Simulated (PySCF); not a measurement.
Spin-rotation constants: `S=[PH]1C=CC=C1`, C$_{4}$H$_{5}$PS

Molfile (atoms numbered from 1):
```
C4H5PS
     RDKit          3D

 11 11  0  0  0  0  0  0  0  0999 V2000
    2.6390   -0.1164    1.5567 S   0  0  0  0  0  0  0  0  0  0  0  0
    1.3081   -0.2567    0.1538 P   0  0  0  0  0  5  0  0  0  0  0  0
    0.3745    1.2046   -0.3917 C   0  0  0  0  0  0  0  0  0  0  0  0
   -0.9413    0.9291   -0.3465 C   0  0  0  0  0  0  0  0  0  0  0  0
   -1.2781   -0.4291    0.1211 C   0  0  0  0  0  0  0  0  0  0  0  0
   -0.2202   -1.1989    0.4324 C   0  0  0  0  0  0  0  0  0  0  0  0
    1.7583   -0.7932   -1.0941 H   0  0  0  0  0  0  0  0  0  0  0  0
    0.8298    2.1485   -0.6926 H   0  0  0  0  0  0  0  0  0  0  0  0
   -1.7222    1.6434   -0.6222 H   0  0  0  0  0  0  0  0  0  0  0  0
   -2.3174   -0.7579    0.2087 H   0  0  0  0  0  0  0  0  0  0  0  0
   -0.2498   -2.2208    0.8115 H   0  0  0  0  0  0  0  0  0  0  0  0
  1  2  2  0
  2  3  1  0
  3  4  2  0
  4  5  1  0
  5  6  2  0
  6  2  1  0
  2  7  1  0
  3  8  1  0
  4  9  1  0
  5 10  1  0
  6 11  1  0
M  END
```

Theory: PySCF, GIAO CAM-B3LYP/6-31++G** magnetisability, rotational g tensor and spin-rotation constants, non-relativistic, gas phase. Geometry: PBE0-D3(BJ)/def2-SVP.

(1) Give the nuclear spin-rotation constants along the inertial axes (H = +C I·J) beside the isotropic shieldings.

Answers

(1) Rotational constants 5.8693, 1.7097, 1.4569 GHz. A star marks the isotopologue with that one atom substituted, in its own axes.
| atom | isotope | Caa (kHz) | Cbb (kHz) | Ccc (kHz) | mean (kHz) | σ (ppm) |
| --- | --- | --- | --- | --- | --- | --- |
| P2 | 31P | 6.862 | 2.572 | 2.563 | 3.999 | 360.2 |
| H7 | 1H | -0.481 | -0.141 | 0.093 | -0.177 | 24.2 |
| H8 | 1H | -0.592 | 0.187 | -0.180 | -0.195 | 25.1 |
| H9 | 1H | 0.155 | -0.057 | -0.138 | -0.013 | 24.4 |
| H10 | 1H | 0.143 | -0.054 | -0.137 | -0.016 | 24.4 |
| H11 | 1H | -0.588 | 0.185 | -0.180 | -0.194 | 25.1 |
| S1 | 33S* | 1.067 | 0.128 | 0.095 | 0.430 | 821.2 |
| C3 | 13C* | 1.786 | 0.766 | 0.217 | 0.923 | 63.2 |
| C4 | 13C* | 1.902 | 0.747 | 0.233 | 0.961 | 58.0 |

For the geometry as given, no vibrational averaging.
